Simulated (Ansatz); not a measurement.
Basis-set extrapolation for C2H6O2S, SMILES `CSC(O)O` (PBE0-D4/def2-TZVP geometry, frozen core, Ansatz). Multiplicity 1, RHF reference.

```json
{"": "HF", "def2-TZVPP": "-626.585319", "def2-QZVPP": "-626.607460"}
{"": "MP2 correlation", "def2-TZVPP": "-1.004329", "def2-QZVPP": "-1.082218"}
{"": "CCSD(T) correlation", "def2-TZVPP": "-1.083339", "def2-QZVPP": "not run"}
```

Energies in hartree. Use E(X) = E(∞) + A·exp(−7.88·√X) for Hartree–Fock and E(X) = E(∞) + B·X^(−2.97) for correlation, with X = 3 and 4, and add CCSD(T) minus MP2 of the smaller set to the MP2 limit.

What is the CCSD(T) energy at the basis-set limit?

HF limit: -626.607460 + (-0.022141) × 0.13774 = -626.61051. MP2 limit: -1.082218 + (-0.077889) × 0.74074 = -1.13991. Higher-order term: -1.083339 − (-1.004329) = -0.07901. Total: -627.82943 hartree, 422.1 kJ/mol below CCSD(T)/def2-TZVPP.
